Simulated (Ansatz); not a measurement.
## HNC⁺, doublet: reading a ladder of total energies

Geometry: that of the HNC, singlet, kept fixed.

| atom | x (Å) | y (Å) | z (Å) |
| --- | --- | --- | --- |
| N | 0.0000 | 0.0000 | 0.0555 |
| C | 0.0000 | 0.0000 | -1.1080 |
| H | 0.0000 | 0.0000 | 1.0525 |

Basis cc-pVDZ; Ansatz 0.2.0. Correlated methods freeze the noble-gas cores, which leaves 9 electrons in 31 orbitals. Prefix R: restricted or restricted open-shell reference.

Full CI isn't at hand for all of this; RCCSDT(Q) serves as the reference, and is uncertain by the last step of the cluster series or more.

RCCSD has a T1 diagnostic of 0.031 and a largest doubles amplitude of 0.11.

Runs differ by some tens of microhartree through their thresholds and, for an open shell, their frozen cores, so steps under 0.03 kcal/mol mean nothing.

| level | total energy (hartree) |
| --- | --- |
| RHF | -92.454974 |
| RMP2 | -92.712086 |
| RCCSD | -92.725762 |
| RCCSD(T) | -92.737111 |
| RCCSDT | -92.737821 |
| RCCSDT(Q) | -92.739041 |

What is the correlation energy at RCCSDT(Q), and what share of it do RMP2 and RCCSD(T) recover?

E(corr) = -92.739041 − (-92.454974) = -0.284067 hartree = -7.730 eV. RMP2: -0.257112 / -0.284067 = 90.51 %. RCCSD(T): -0.282137 / -0.284067 = 99.32 %.

By how many kcal/mol does RCCSD(T) miss RCCSDT(Q) (1 hartree = 627.509 kcal/mol), and which steps make up the rest?

-92.737111 − (-92.739041) = 0.001930 hartree = 1.21 kcal/mol. Steps: RCCSDT − RCCSD(T) = -0.45, RCCSDT(Q) − RCCSDT = -0.77 kcal/mol. Differences between like states or geometries often cancel part of this.
